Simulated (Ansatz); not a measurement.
# C2H2FN (SMILES N=C=CF): single points off equilibrium

The task here is to estimate one member of a computed series from the others.

Method: single points in def2-TZVPP; program: Ansatz 0.2.0, Gaussian basis.

Correlated methods freeze the cores.

## Starting geometry

SMILES `N=C=CF`, 6 atoms, charge 0, spin multiplicity 1.

Atoms are counted from 1 here; the program's logs count them from 0.

Bond lengths: N1–C2 1.161 Å, N1–H5 0.951 Å, C2–C3 1.376 Å, C3–F4 1.323 Å, C3–H6 1.000 Å. Angles: C2–N1–H5 119.4°, N1–C2–C3 165.0°, C2–C3–F4 121.6°, C2–C3–H6 121.3°, F4–C3–H6 116.3°.

Geometry (Å):

```
N    -0.21460    1.26440   -0.82540
C    -0.02450    0.28350   -0.23360
C     0.30520   -0.64870    0.72360
F     1.14380   -1.63860    0.46610
H    -0.91360    1.29340   -1.46990
H    -0.19780   -0.70800    1.58590
```

Set-up of the first run:

Input file run/in.yaml:

```yaml
crystal:
  periodic: [false, false, false]
  atoms:
    - {symbol: N, position_ang: [-0.214600, 1.264400, -0.825400]}
    - {symbol: C, position_ang: [-0.024500, 0.283500, -0.233600]}
    - {symbol: C, position_ang: [0.305200, -0.648700, 0.723600]}
    - {symbol: F, position_ang: [1.143800, -1.638600, 0.466100]}
    - {symbol: H, position_ang: [-0.913600, 1.293400, -1.469900]}
    - {symbol: H, position_ang: [-0.197800, -0.708000, 1.585900]}
basis:
  gaussian: {orbitals: def2-TZVPP}
correlation: {method: ccsd_t}
output: {forces: true}
```

No record of the launch command was kept for these runs.

Among the steps run: CCSD(T)/def2-TZVPP; PBE0-D4/def2-TZVPP; wB97M-V/def2-TZVPP; r2SCAN-D4/def2-TZVPP; PBE-D4/def2-TZVPP; SPW92/def2-TZVPP; wB97X-V/def2-TZVPP.

One of the session's tables, all rows but one given; the rest of the session is left out.

| method | RMS force component (eV/Å) | angle to CCSD(T) forces (°) | dipole (D) |
| --- | --- | --- | --- |
| CCSD(T) | 3.127 | reference | 2.06 |
| PBE0-D4 | 2.969 | 6.7 | 2.05 |
| wB97M-V | ? | ? | ? |
| r2SCAN-D4 | 2.978 | 5.0 | 2.01 |
| PBE-D4 | 3.114 | 4.2 | 1.95 |
| SPW92 | 3.041 | 9.3 | 2.03 |
| wB97X-V | 3.054 | 5.3 | 2.09 |

Q: Estimate the row for wB97M-V from the others.

The run gave: RMS force component (eV/Å): 2.986; angle to CCSD(T) forces (°): 5.6; dipole (D): 2.09. In the column «RMS force component (eV/Å)» it lies between r2SCAN-D4 (2.978) and SPW92 (3.041).
